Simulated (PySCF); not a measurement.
# C4H5F: electronic excitations at several levels of theory, part 2 of 2

PySCF 2.14.0. Atoms count from 0.

### Step 10. Excited states and response: wB97X-D/def2-SVPD

What the job is given:

```
{"job": {"kind": "uv", "xc": "wB97X-D", "basis": "def2-SVPD", "ip": true}, "charge": 0, "multiplicity": 1}
F      2.006974    -1.093835    -0.561994
C      1.354786    -0.044076     0.019373
C     -0.099649    -0.135851    -0.147117
C     -1.170052    -0.723128    -0.585418
C     -1.393697     0.550371     0.172872
H      1.601461    -0.013428     1.097125
H      1.718059     0.901373    -0.425120
H     -1.632946    -1.547445    -1.119208
H     -1.669769     1.472055    -0.365882
H     -1.787420     0.518891     1.202452
```

Level: TDDFT wB97X-D/def2-SVPD, vertical, gas phase, core orbitals frozen in the response.

Standard output:

```text
coarse grid: 8536 points
cycle   1  E = -254.8290258261  dE =  8.282e-01  |g| = 4.781e-01  |ddm| = 4.255e+00
cycle   2  E = -254.8317943119  dE = -2.768e-03  |g| = 5.215e-01  |ddm| = 1.037e+00
cycle   3  E = -254.8761815060  dE = -4.439e-02  |g| = 4.864e-02  |ddm| = 4.950e-01
cycle   4  E = -254.8765957643  dE = -4.143e-04  |g| = 2.299e-02  |ddm| = 1.041e-01
cycle   5  E = -254.8767178620  dE = -1.221e-04  |g| = 5.643e-03  |ddm| = 4.715e-02
cycle   6  E = -254.8767254026  dE = -7.541e-06  |g| = 2.071e-03  |ddm| = 1.205e-02
final grid: 83296 points
cycle   7  E = -254.9157031971  dE = -7.889e-05  |g| = 5.919e-03  |ddm| = 1.401e-01
cycle   8  E = -254.9157024491  dE =  7.479e-07  |g| = 6.870e-03  |ddm| = 2.015e-02
cycle   9  E = -254.9157103810  dE = -7.932e-06  |g| = 4.238e-04  |ddm| = 6.156e-03
cycle  10  E = -254.9157104282  dE = -4.721e-08  |g| = 3.188e-04  |ddm| = 1.781e-03
cycle  11  E = -254.9157104535  dE = -2.529e-08  |g| = 5.943e-05  |ddm| = 5.696e-04
cycle  12  E = -254.9157104545  dE = -9.735e-10  |g| = 2.221e-05  |ddm| = 1.569e-04
converged SCF energy = -254.9157104545

Static polarisability (au): isotropic 47.269, principal 37.411 48.522 55.872

Singlet excitations
state   eV       nm        f      main configurations
  1   6.5195    190.2   0.12753   H->L 0.95
  2   6.9209    179.1   0.00150   H-1->L 0.97
  3   7.1596    173.2   0.00026   H->L+1 0.89
  4   7.6320    162.5   0.01986   H->L+2 0.92
  5   7.8112    158.7   0.00262   H->L+3 0.60, H-2->L 0.27
  6   7.9687    155.6   0.00179   H-2->L 0.68, H->L+3 0.26
  7   8.6922    142.6   0.03971   H-1->L+1 0.85
  8   8.7367    141.9   0.01774   H->L+5 0.65, H->L+7 0.11
  9   9.0319    137.3   0.02153   H->L+4 0.78
 10   9.1815    135.0   0.06001   H-1->L+2 0.85

Triplet excitations (Tamm-Dancoff, eV): 4.2763 6.5448 7.1098 7.4545
Vertical ionisation energy (delta-SCF) = 9.4810 eV
```

Wall time 22 s (1 thread, shared host).

Key values: HOMO -9.03 eV, LUMO 1.94 eV; lowest singlet 6.52 eV.

### Step 11. Excited states and response: LC-wPBE/def2-SVPD

Same as in step 10 but for these lines:

```diff
@@ -1,2 +1,2 @@
-{"job": {"kind": "uv", "xc": "wB97X-D", "basis": "def2-SVPD", "ip": true}, "charge": 0, "multiplicity": 1}
+{"job": {"kind": "uv", "xc": "LC-wPBE", "basis": "def2-SVPD", "ip": true}, "charge": 0, "multiplicity": 1}
 F      2.006974    -1.093835    -0.561994
```

Method: TDDFT LC-wPBE/def2-SVPD, vertical, gas phase, core orbitals frozen in the response.

Standard output:

```text
coarse grid: 8536 points
cycle   1  E = -254.7410064696  dE =  9.214e-01  |g| = 5.058e-01  |ddm| = 4.191e+00
cycle   2  E = -254.7551028168  dE = -1.410e-02  |g| = 5.119e-01  |ddm| = 1.051e+00
cycle   3  E = -254.7971116309  dE = -4.201e-02  |g| = 5.284e-02  |ddm| = 4.667e-01
cycle   4  E = -254.7976826519  dE = -5.710e-04  |g| = 2.124e-02  |ddm| = 1.096e-01
cycle   5  E = -254.7977894141  dE = -1.068e-04  |g| = 5.017e-03  |ddm| = 4.886e-02
cycle   6  E = -254.7977960602  dE = -6.646e-06  |g| = 1.926e-03  |ddm| = 1.198e-02
final grid: 83296 points
cycle   7  E = -254.8452086998  dE = -1.840e-05  |g| = 8.829e-03  |ddm| = 4.934e-02
cycle   8  E = -254.8452069211  dE =  1.779e-06  |g| = 9.902e-03  |ddm| = 1.729e-02
cycle   9  E = -254.8452219596  dE = -1.504e-05  |g| = 3.893e-04  |ddm| = 7.235e-03
cycle  10  E = -254.8452220847  dE = -1.251e-07  |g| = 1.610e-04  |ddm| = 9.975e-04
cycle  11  E = -254.8452220911  dE = -6.452e-09  |g| = 5.429e-05  |ddm| = 4.415e-04
cycle  12  E = -254.8452220920  dE = -8.479e-10  |g| = 1.496e-05  |ddm| = 1.182e-04
converged SCF energy = -254.8452220920

Static polarisability (au): isotropic 45.981, principal 36.473 47.207 54.264

Singlet excitations
state   eV       nm        f      main configurations
  1   6.6828    185.5   0.13435   H->L+1 0.92
  2   7.0322    176.3   0.00151   H-1->L+1 0.93
  3   7.5746    163.7   0.00077   H->L 0.81, H->L+4 0.08
  4   7.9277    156.4   0.00002   H-2->L+1 0.82
  5   8.1059    153.0   0.01862   H->L+2 0.81
  6   8.2700    149.9   0.00613   H->L+3 0.64, H->L+2 0.09
  7   9.0953    136.3   0.01497   H->L+6 0.29, H->L+4 0.20, H->L+9 0.18
  8   9.1312    135.8   0.03546   H-1->L 0.78
  9   9.4986    130.5   0.02585   H->L+4 0.54, H->L 0.10
 10   9.6295    128.8   0.04614   H-1->L+2 0.68

Triplet excitations (Tamm-Dancoff, eV): 4.0843 6.5583 7.3232 7.4106
Vertical ionisation energy (delta-SCF) = 9.6276 eV
```

It took 31 s on 1 thread, shared host.

Key values: HOMO -9.89 eV, LUMO 2.44 eV; lowest singlet 6.68 eV.

### Step 12. TDDFT and polarisability: PBE0/6-31G*

Same as in step 11 but for these lines:

```diff
@@ -1,2 +1,2 @@
-{"job": {"kind": "uv", "xc": "LC-wPBE", "basis": "def2-SVPD", "ip": true}, "charge": 0, "multiplicity": 1}
+{"job": {"kind": "uv", "xc": "PBE0", "basis": "6-31G*"}, "charge": 0, "multiplicity": 1}
 F      2.006974    -1.093835    -0.561994
```

With the program's defaults for keys left out, this is: TDDFT PBE0/6-31G*, vertical, gas phase, core orbitals frozen in the response.

Standard output:

```text
coarse grid: 8536 points
cycle   1  E = -254.8551591693  dE =  7.259e-01  |g| = 5.163e-01  |ddm| = 2.925e+00
cycle   2  E = -254.8232397765  dE =  3.192e-02  |g| = 6.888e-01  |ddm| = 1.063e+00
cycle   3  E = -254.9059626334  dE = -8.272e-02  |g| = 8.225e-02  |ddm| = 6.264e-01
cycle   4  E = -254.9072561248  dE = -1.293e-03  |g| = 4.036e-02  |ddm| = 1.089e-01
cycle   5  E = -254.9076348785  dE = -3.788e-04  |g| = 1.046e-02  |ddm| = 3.896e-02
cycle   6  E = -254.9076606984  dE = -2.582e-05  |g| = 2.122e-03  |ddm| = 1.226e-02
cycle   7  E = -254.9076617777  dE = -1.079e-06  |g| = 4.335e-04  |ddm| = 3.111e-03
final grid: 83296 points
cycle   8  E = -254.8796123593  dE = -1.782e-05  |g| = 7.103e-03  |ddm| = 1.516e-02
cycle   9  E = -254.8796075827  dE =  4.777e-06  |g| = 9.032e-03  |ddm| = 1.552e-02
cycle  10  E = -254.8796241045  dE = -1.652e-05  |g| = 1.041e-03  |ddm| = 8.103e-03
cycle  11  E = -254.8796243271  dE = -2.226e-07  |g| = 2.480e-04  |ddm| = 1.166e-03
cycle  12  E = -254.8796243398  dE = -1.264e-08  |g| = 1.141e-04  |ddm| = 3.188e-04
cycle  13  E = -254.8796243428  dE = -3.027e-09  |g| = 1.117e-05  |ddm| = 1.039e-04
cycle  14  E = -254.8796243428  dE = -2.257e-11  |g| = 4.998e-06  |ddm| = 1.809e-05
converged SCF energy = -254.8796243428

Static polarisability (au): isotropic 39.482, principal 28.718 41.473 48.255

Singlet excitations
state   eV       nm        f      main configurations
  1   6.8080    182.1   0.14425   H->L 0.95
  2   6.9958    177.2   0.00035   H-1->L 0.99
  3   8.0022    154.9   0.00003   H-2->L 0.87
  4   8.2476    150.3   0.00119   H->L+1 0.87, H-2->L 0.08
  5   8.9372    138.7   0.01684   H->L+2 0.85, H->L+3 0.13
  6   9.1494    135.5   0.05071   H-3->L 0.99
  7   9.2700    133.7   0.03905   H->L+3 0.82, H->L+2 0.13
  8   9.7032    127.8   0.00543   H-4->L 0.94
  9   9.8498    125.9   0.02801   H-1->L+1 0.90
 10   9.8717    125.6   0.01965   H->L+4 0.95

Triplet excitations (Tamm-Dancoff, eV): 4.2018 6.5319 7.4286 8.0160
```

Wall time 5.8 s (1 thread, shared host).

In short: HOMO -6.92 eV, LUMO 0.61 eV; lowest singlet 6.81 eV.

### Step 13. Excited states and response: PBE0/def2-SVP

Same as in step 12 but for these lines:

```diff
@@ -1,2 +1,2 @@
-{"job": {"kind": "uv", "xc": "PBE0", "basis": "6-31G*"}, "charge": 0, "multiplicity": 1}
+{"job": {"kind": "uv", "xc": "PBE0", "basis": "def2-SVP"}, "charge": 0, "multiplicity": 1}
 F      2.006974    -1.093835    -0.561994
```

Level: TDDFT PBE0/def2-SVP, vertical, gas phase, core orbitals frozen in the response.

Standard output:

```text
coarse grid: 8536 points
cycle   1  E = -254.6156815335  dE =  6.831e-01  |g| = 4.940e-01  |ddm| = 3.244e+00
cycle   2  E = -254.5839954450  dE =  3.169e-02  |g| = 6.647e-01  |ddm| = 1.166e+00
cycle   3  E = -254.6614240256  dE = -7.743e-02  |g| = 7.820e-02  |ddm| = 6.894e-01
cycle   4  E = -254.6624580723  dE = -1.034e-03  |g| = 4.472e-02  |ddm| = 1.151e-01
cycle   5  E = -254.6629393198  dE = -4.812e-04  |g| = 8.889e-03  |ddm| = 4.552e-02
cycle   6  E = -254.6629570381  dE = -1.772e-05  |g| = 2.535e-03  |ddm| = 1.116e-02
cycle   7  E = -254.6629586320  dE = -1.594e-06  |g| = 3.619e-04  |ddm| = 3.050e-03
final grid: 83296 points
cycle   8  E = -254.7004800956  dE = -1.652e-05  |g| = 6.129e-03  |ddm| = 1.566e-02
cycle   9  E = -254.7004769047  dE =  3.191e-06  |g| = 7.589e-03  |ddm| = 1.300e-02
cycle  10  E = -254.7004891095  dE = -1.220e-05  |g| = 9.187e-04  |ddm| = 7.204e-03
cycle  11  E = -254.7004892762  dE = -1.667e-07  |g| = 2.098e-04  |ddm| = 1.075e-03
cycle  12  E = -254.7004892847  dE = -8.480e-09  |g| = 1.080e-04  |ddm| = 3.037e-04
cycle  13  E = -254.7004892874  dE = -2.770e-09  |g| = 9.774e-06  |ddm| = 1.079e-04
cycle  14  E = -254.7004892875  dE = -1.489e-11  |g| = 4.553e-06  |ddm| = 1.386e-05
converged SCF energy = -254.7004892875

Static polarisability (au): isotropic 40.801, principal 30.554 42.259 49.590

Singlet excitations
state   eV       nm        f      main configurations
  1   6.6598    186.2   0.14646   H->L 0.95
  2   6.9288    178.9   0.00054   H-1->L 0.99
  3   7.8748    157.4   0.00743   H->L+1 0.64, H-2->L 0.26
  4   7.9991    155.0   0.00801   H-2->L 0.68, H->L+1 0.28
  5   8.2641    150.0   0.02286   H->L+2 0.93
  6   8.6454    143.4   0.00388   H->L+3 0.93
  7   9.0318    137.3   0.05584   H-3->L 0.99
  8   9.1694    135.2   0.00691   H->L+4 0.91
  9   9.4493    131.2   0.02063   H-1->L+1 0.96
 10   9.5986    129.2   0.00315   H-4->L 0.95

Triplet excitations (Tamm-Dancoff, eV): 4.1464 6.4683 7.3643 7.7210
```

It took 6.8 s on 1 thread, shared host.

In short: HOMO -7.11 eV, LUMO 0.29 eV; lowest singlet 6.66 eV.

### Step 14. TDDFT and polarisability: PBE0/def2-TZVP

Same as in step 13 but for these lines:

```diff
@@ -1,2 +1,2 @@
-{"job": {"kind": "uv", "xc": "PBE0", "basis": "def2-SVP"}, "charge": 0, "multiplicity": 1}
+{"job": {"kind": "uv", "xc": "PBE0", "basis": "def2-TZVP"}, "charge": 0, "multiplicity": 1}
 F      2.006974    -1.093835    -0.561994
```

With the program's defaults for keys left out, this is: TDDFT PBE0/def2-TZVP, vertical, gas phase, core orbitals frozen in the response.

Standard output:

```text
coarse grid: 8536 points
cycle   1  E = -254.9459742124  dE =  7.164e-01  |g| = 5.064e-01  |ddm| = 2.446e+00
cycle   2  E = -254.9093795836  dE =  3.659e-02  |g| = 7.107e-01  |ddm| = 1.371e+00
cycle   3  E = -254.9925853651  dE = -8.321e-02  |g| = 7.938e-02  |ddm| = 8.499e-01
cycle   4  E = -254.9934149118  dE = -8.295e-04  |g| = 4.979e-02  |ddm| = 8.877e-02
cycle   5  E = -254.9939866511  dE = -5.717e-04  |g| = 1.124e-02  |ddm| = 4.174e-02
cycle   6  E = -254.9940120624  dE = -2.541e-05  |g| = 3.504e-03  |ddm| = 1.070e-02
cycle   7  E = -254.9940148454  dE = -2.783e-06  |g| = 4.643e-04  |ddm| = 3.152e-03
final grid: 83296 points
cycle   8  E = -254.9890062372  dE = -4.638e-05  |g| = 5.991e-03  |ddm| = 6.067e-02
cycle   9  E = -254.9890039020  dE =  2.335e-06  |g| = 7.024e-03  |ddm| = 9.713e-03
cycle  10  E = -254.9890144811  dE = -1.058e-05  |g| = 1.043e-03  |ddm| = 5.058e-03
cycle  11  E = -254.9890146377  dE = -1.567e-07  |g| = 3.006e-04  |ddm| = 1.391e-03
cycle  12  E = -254.9890146519  dE = -1.417e-08  |g| = 1.384e-04  |ddm| = 2.994e-04
cycle  13  E = -254.9890146565  dE = -4.533e-09  |g| = 2.210e-05  |ddm| = 1.374e-04
cycle  14  E = -254.9890146565  dE = -9.618e-11  |g| = 6.859e-06  |ddm| = 3.031e-05
converged SCF energy = -254.9890146565

Static polarisability (au): isotropic 46.129, principal 35.580 47.793 55.014

Singlet excitations
state   eV       nm        f      main configurations
  1   6.4332    192.7   0.12986   H->L 0.95
  2   6.8281    181.6   0.00083   H-1->L 0.99
  3   7.3179    169.4   0.00803   H->L+1 0.97
  4   7.5381    164.5   0.01161   H->L+2 0.98
  5   7.8463    158.0   0.00036   H-2->L 0.88
  6   8.1107    152.9   0.00010   H->L+3 0.87, H-2->L 0.09
  7   8.6311    143.6   0.00416   H->L+4 0.88
  8   8.8162    140.6   0.02278   H-1->L+1 0.97
  9   9.0313    137.3   0.08001   H->L+5 0.87
 10   9.0505    137.0   0.08463   H-1->L+2 0.93

Triplet excitations (Tamm-Dancoff, eV): 4.1190 6.3645 7.0800 7.2223
```

Run time: 17 s. Hardware: 1 thread, shared host.

Key values: HOMO -7.13 eV, LUMO 0.13 eV; lowest singlet 6.43 eV.

### Step 15. Run by run: electronic excitations

Excitations and ground-state properties, with basis size and wall time:

```csv
run,lowest singlet (eV),brightest (eV),f,gap (eV),α (Å³),μ (D),functions,time
HF/def2-SVPD,6.77,6.77,0.168,12.36,6.69,1.46,143,5.1 s
LDA/def2-SVPD,6.05,6.05,0.104,4.94,7.37,1.26,143,30 s
PBE/def2-SVPD,6.14,6.14,0.102,5.06,7.30,1.18,143,28 s
B3LYP/def2-SVPD,6.36,6.36,0.121,6.81,7.12,1.29,143,23 s
PBE0/def2-SVPD,6.45,6.45,0.124,7.26,7.03,1.27,143,20 s
BHandHLYP/def2-SVPD,6.59,6.59,0.140,9.41,6.88,1.39,143,19 s
CAM-B3LYP/def2-SVPD,6.49,6.49,0.128,9.76,7.00,1.35,143,23 s
wB97X-D/def2-SVPD,6.52,6.52,0.128,10.97,7.00,1.31,143,22 s
LC-wPBE/def2-SVPD,6.68,6.68,0.134,12.34,6.81,1.34,143,31 s
PBE0/6-31G*,6.81,6.81,0.144,7.52,5.85,1.04,80,5.8 s
PBE0/def2-SVP,6.66,6.66,0.146,7.40,6.05,1.14,95,6.8 s
PBE0/def2-TZVP,6.43,6.43,0.130,7.26,6.84,1.16,185,17 s
```

### Step 16. Results

This closing draws on all 2 parts.

| quantity | value |
| --- | --- |
| point group | Cs |
| rotational constants (main isotopes) | 16.00, 3.15, 2.73 GHz |
| lowest singlet (HF/def2-SVPD) | 6.77 eV (183 nm), f = 0.168 |
| lowest triplet | 3.69 eV |
| vertical ionisation energy (ΔSCF) | 8.42 eV |
| range of the lowest singlet | 6.05 to 6.81 eV |

What this shows: Single values in the summary come from the first run of each kind that ended normally (HF/def2-SVPD), which need not be the best level. Relaxing lowered the energy by 0.040 eV in 3 steps; the close pair that moved most is C3–H7, from 1.061 to 1.086 Å. No frequency check was run at this level, so the end point may be a saddle. The lowest singlet, at 6.77 eV, is HOMO→LUMO+3 0.86 and is bright. The lowest triplet lies 3.08 eV below the lowest singlet (triplets in Tamm-Dancoff, singlets in full TDDFT). At HF/def2-SVPD, the highest states lie near or above the ionisation energy, where they hang on the basis. ΔSCF puts the ionisation energy at 8.42 eV, 1.29 eV below −ε(HOMO). The lowest singlet runs from 6.05 eV (LDA/def2-SVPD) to 6.81 eV (PBE0/6-31G*), while the orbital gap spans 4.94 to 12.36 eV. The lowest state need not be the same one in every run.
